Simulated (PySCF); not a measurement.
**Exercise with solution: dipole moment from atomic charges**

CH₃F, SMILES CF. Atoms are numbered in the order given.

```xyz
5

C      0.0000     0.0000     0.6360
F      0.0000     0.0000    -0.7533
H      0.8942    -0.5163     0.9879
H      0.0000     1.0325     0.9879
H     -0.8942    -0.5163     0.9879
```

The structure is a stationary point at B3LYP-D3(BJ)/def2-TZVP.

Charges (e) from PBE/def2-TZVPD run with PySCF:

| atom | ESP fit | IAO |
|---|---|---|
| C1 | -0.116 | -0.130 |
| F2 | -0.191 | -0.325 |
| H3 | 0.102 | 0.151 |
| H4 | 0.103 | 0.151 |
| H5 | 0.102 | 0.151 |

The dipole moment of the full density is 1.74 D.

Question: What dipole moment does each set of point charges give, and which comes closer to that of the density?

Answer: 
μ = Σ q r, and 1 e Å = 4.8032 D.
ESP fit: Σ q r = (0.000, 0.001, 0.373) e Å, |μ| = 1.79 D.
IAO: Σ q r = (0.000, 0.000, 0.610) e Å, |μ| = 2.93 D.
ESP fit comes closer in size. Point charges leave out the atoms' own dipoles (lone pairs, polarised bonds); fits to the potential absorb them, partitions of the density don't.
